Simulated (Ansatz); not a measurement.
Reaction: Si2H5Cl (SMILES [SiH3][SiH2]Cl) → SiH3 (SMILES [SiH3], doublet) + SiH2Cl (SMILES [SiH2]Cl, doublet) (the Si-Si bond breaks)
Each species at its own B3LYP-D3(BJ)/def2-TZVP minimum (Ansatz, a program for electronic structure).

Quantity: bond dissociation energy (electronic), in kcal/mol. UHF or UKS for unpaired electrons; spin-orbit terms are left out. CBS(X,Y): correlation extrapolated as X^-3, Hartree-Fock from the larger set. A bracket is a step between two methods taken in the basis named. Functionals run without relativity, which enters their misses. '+ core + X2C': CCSD(T) terms for core correlation (cc-pwCVTZ, 1s frozen past Ne) and scalar relativity (cc-pVTZ-DK).

CCSD(T)/CBS(cc-pV(T+d)Z,cc-pV(Q+d)Z) + [CCSDT(Q) - CCSD(T)]/cc-pV(D+d)Z + core + X2C (Ansatz) gives 79.7 kcal/mol.

### Question
What does PBE/def2-TZVPD (Ansatz) give here, and how do the other levels compare?

### Answer
PBE gives 73.7 kcal/mol, 6.0 kcal/mol below it. Differences of the others: PBE0/def2-TZVPD (Ansatz) -5.0; CCSD(T)/CBS(cc-pV(T+d)Z,cc-pV(Q+d)Z) + core + X2C (Ansatz) 0.0 kcal/mol. Nearer than PBE: PBE0/def2-TZVPD, CCSD(T)/CBS(cc-pV(T+d)Z,cc-pV(Q+d)Z) + core + X2C.
